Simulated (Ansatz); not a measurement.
## C4H8O (2-butanone): the vertical energy of the triplet above the singlet from total energies

The species is C4H8O (13 atoms), meant as a singlet with charge 0. SMILES: `CCC(C)=O`. Geometry: relaxed at PBE0-D4/def2-TZVP. This is one conformer, not always the lowest.

Both states at this one shape; open shells run unrestricted unless said. 1 Eh = 27.2114 eV.

| level | program | singlet C4H8O (Eh) | triplet C4H8O (Eh) |
| --- | --- | --- | --- |
| CAM-B3LYP/6-31G* (spherical functions) | Ansatz | -232.337291 | -232.194992 |
| wB97X/6-31G* (spherical functions) | Ansatz | -232.402172 | -232.256914 |

Question: Work out the vertical gap, second state less first, at each level.

Answer: 
1. CAM-B3LYP/6-31G* (spherical functions): -232.194992 − (-232.337291) = 0.142299 Eh = 3.87 eV.
2. wB97X/6-31G* (spherical functions): -232.256914 − (-232.402172) = 0.145258 Eh = 3.95 eV.

No measured value is set beside it here; the levels span 3.87 to 3.95 eV.
